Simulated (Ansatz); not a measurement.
System: hcp Lu. Method: PBE (Ansatz, a quantum-chemistry and plane-wave program, plane waves, PAW).

Run with plane-wave cutoff 500 eV, 24×24×14 k mesh (along the axes of the cell as run), Fermi–Dirac smearing 0.1 eV, scalar-relativistic PAW data made under PBE.

Computed at the level's own relaxed cell.

Estimate the equilibrium volume per atom, equilibrium lattice constant a and lattice parameter c that the calculation returns.


* **equilibrium volume per atom**: 29.19 Å³/atom
* **equilibrium lattice constant a**: 3.507 Å
* **lattice parameter c**: 5.481 Å

Measured, for comparison: equilibrium volume per atom 29.52 Å³/atom (room temperature, not corrected to a static lattice; as tabulated in Söderlind et al. (2014), doi:10.1088/0953-8984/26/41/416001); lattice constant a 3.505 Å (293 K, not corrected to a static lattice; as tabulated in Wikipedia's data pages); lattice parameter c 5.549 Å (293 K, not corrected to a static lattice, our sources range from 5.549 to 5.563; as tabulated in Wikipedia's data pages). Computed (rounded) less measured: equilibrium volume per atom -1.1 %, lattice constant a +0.1 %, lattice parameter c -1.2 % (-1.2 % to -1.5 % over the range). A static lattice is as a rule a little smaller and stiffer than an uncorrected measurement, which narrows the difference in the equilibrium volume per atom, lattice parameter c and would widen misses of the other sign.

Spin–orbit coupling is not included.

The computed numbers hold no vibrational or temperature effects.
